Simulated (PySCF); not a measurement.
# BH2 (SMILES [BH2]): UBHLYP/cc-pVTZ

What is the vertical doublet–quartet gap of BH2 at UBHLYP/cc-pVTZ? The job is set up through a Python script.

The calculation is run with PySCF 2.14.0.

2 further runs of the same task are left out: 2 set aside as unsound or not needed.

## 1. Starting point

BH2 has 3 atoms, charge 0, and is taken as a doublet. As SMILES, `[BH2]`. The shape is that of a GFN2-xTB optimisation.

Bond lengths: B1–H2 1.159 Å, B1–H3 1.159 Å. Angles: H2–B1–H3 128.4°.

## 2. A single-point energy at UBHLYP/cc-pVTZ

calc.py

```python
from pyscf import gto, dft

mol = gto.Mole()
mol.atom = 'B 0.262840 -0.166230 0.128640; H 0.280020 0.985320 0.260980; H -0.542860 -0.819090 -0.389630'
mol.verbose = 4
mol.charge = 0
mol.spin = 1
mol.max_memory = 1860
mol.basis = 'cc-pvtz'
mol.build()

mf = dft.UKS(mol)
mf.xc = 'bhandhlyp'
mf.conv_tol = 1e-10
mf.grids.level = 5
mf.kernel()
if not mf.converged:
    mf = mf.newton().run(mf.mo_coeff, mf.mo_occ)

e_tot = mf.e_tot
print('Final energy', e_tot)
```

Started as:

```
$ OMP_NUM_THREADS=1 python calc.py
```

Output:

```text
PySCF version 2.14.0

[INPUT] num. atoms = 3
[INPUT] num. electrons = 7
[INPUT] charge = 0
[INPUT] spin (= nelec alpha-beta = 2S) = 1
[INPUT] symmetry False subgroup None
[INPUT] Mole.unit = angstrom
[INPUT] Symbol           X                Y                Z      unit          X                Y                Z       unit  Magmom
[INPUT]  1 B      0.262840000000  -0.166230000000   0.128640000000 AA    0.496695614581  -0.314129173686   0.243094368664 Bohr   0.0
[INPUT]  2 H      0.280020000000   0.985320000000   0.260980000000 AA    0.529161109401   1.861984945056   0.493180723989 Bohr   0.0
[INPUT]  3 H     -0.542860000000  -0.819090000000  -0.389630000000 AA   -1.025856723981  -1.547855771370  -0.736293989914 Bohr   0.0

nuclear repulsion = 4.81824384906663
number of shells = 21
number of NR pGTOs = 74
number of NR cGTOs = 58
basis = cc-pvtz
ecp = {}

[... 34 lines left out ...]
WARN: HOMO -0.129218164383317 >= LUMO -0.129218164383321
[... 38 lines left out ...]
converged SCF energy = -25.9267552130259  <S^2> = 0.75168544  2S+1 = 2.0016847
Final energy -25.9267552130259
```

Run time: 3.9 s. Hardware: 1 thread of Arm Neoverse V2, shared host; peak memory 0.29 GiB.

## 3. The quartet at the same level

calc.py

```python
from pyscf import gto, dft

mol = gto.M(
    atom=[
    ('B', (0.262840, -0.166230, 0.128640)),
    ('H', (0.280020, 0.985320, 0.260980)),
    ('H', (-0.542860, -0.819090, -0.389630)),
],
    spin=3,
    max_memory=1860,
    basis='cc-pvtz',
    verbose=3,
)

mf = dft.UKS(mol, xc='bhandhlyp')
mf.conv_tol = 1e-10
mf.grids.level = 5
mf.kernel()
if not mf.converged:
    mf = mf.newton().run(mf.mo_coeff, mf.mo_occ)

etot = mf.e_tot
print(f'total energy: {etot:.8f} hartree')
```

Started as:

```
$ OMP_NUM_THREADS=1 python calc.py
```

Output:

```text
WARN: HOMO -0.0844336183134624 >= LUMO -0.403805144647934

WARN: HOMO -0.250585078492268 >= LUMO -0.295456959448383

WARN: HOMO -0.229711879617317 >= LUMO -0.252515933461452

WARN: HOMO -0.233422301363644 >= LUMO -0.253179505998807

WARN: HOMO -0.232561576381163 >= LUMO -0.252151332411173

WARN: HOMO -0.232855344836222 >= LUMO -0.252299987896103

WARN: HOMO -0.232834919061535 >= LUMO -0.252260344670026

WARN: HOMO -0.232836147781111 >= LUMO -0.252256129060878

WARN: HOMO -0.232836199394955 >= LUMO -0.252255935613301

WARN: HOMO -0.232836315300768 >= LUMO -0.252255896003168

converged SCF energy = -25.7165290868057  <S^2> = 3.75443  2S+1 = 4.0022144
total energy: -25.71652909 hartree
```

Wall time 3.9 s (1 thread of Arm Neoverse V2, shared host); peak memory 0.29 GiB.

## 4. Outcome

At UBHLYP/cc-pVTZ:

| quantity | value |
| --- | --- |
| doublet: total energy | -25.92676 Eh |
| doublet: dipole moment | 0.48 D |
| doublet: HOMO energy (highest over α and β) | -7.23 eV |
| doublet: LUMO energy (lowest over α and β) | -1.06 eV |
| doublet: ⟨S²⟩ | 0.752 |
| quartet: total energy | -25.71653 Eh |
| quartet: dipole moment | 1.30 D |
| quartet: HOMO energy (highest over α and β) | -6.34 eV |
| quartet: ⟨S²⟩ | 3.754 |
| vertical energy of the quartet above the doublet | 5.721 eV |

What this shows: At this shape the quartet lies 5.72 eV (552 kJ/mol) above the doublet.
